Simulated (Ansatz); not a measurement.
Two isomers of C3H3F3: A = `FC1CC1(F)F`, B = `C=C(F)C(F)F`.

Computed with Ansatz on PBE0-D4/def2-TZVP structures; ΔE is electronic, products minus reactants. CCSD(T)/CBS is the MP2 limit (def2-TZVPP, def2-QZVPP) plus CCSD(T) − MP2 in def2-TZVPP, frozen cores. DFT in def2-TZVPP. B3LYP here is the variant with VWN-RPA as its local correlation; programs differ in this. Each species was taken in one conformer, which may not be the lowest.

**Question.** Which isomer does CCSD(T)/CBS put lower? Give the gap. (An estimate is asked.)

**Answer.** Ansatz gave: B, by 16.4 kcal/mol.

**Question.** Give E(B) − E(A) in kcal/mol with B3LYP, MP2/def2-TZVPP, r2SCAN-D4, B3LYP-D4, HF/def2-TZVPP, BLYP-D4, ωB97M-V. (Estimate.)

**Answer.** Ansatz gave: B3LYP -16.9, MP2/def2-TZVPP -14.7, r2SCAN-D4 -14.2, B3LYP-D4 -17.1, HF/def2-TZVPP -18.0, BLYP-D4 -18.8, ωB97M-V -14.1. None reverses the order clearly.

**Question.** Does the order hold for the free energy at 298.15 K (harmonic terms from PBE0-D4)? (An estimate is asked.)

**Answer.** Computed: Yes: G(B) − G(A) = -17.0 kcal/mol, for one conformer each.

Largest T1 diagnostic: 0.012.

From r2SCAN to r2SCAN0 (25 % exact exchange), in def2-TZVPP and without D4, E(B) − E(A) moves by +1.4 kcal/mol. In def2-TZVPP, CCSD(T) changes the Hartree–Fock value by +1.8 kcal/mol (the triples alone add −0.4 kcal/mol) and MP2 by +3.3 kcal/mol.
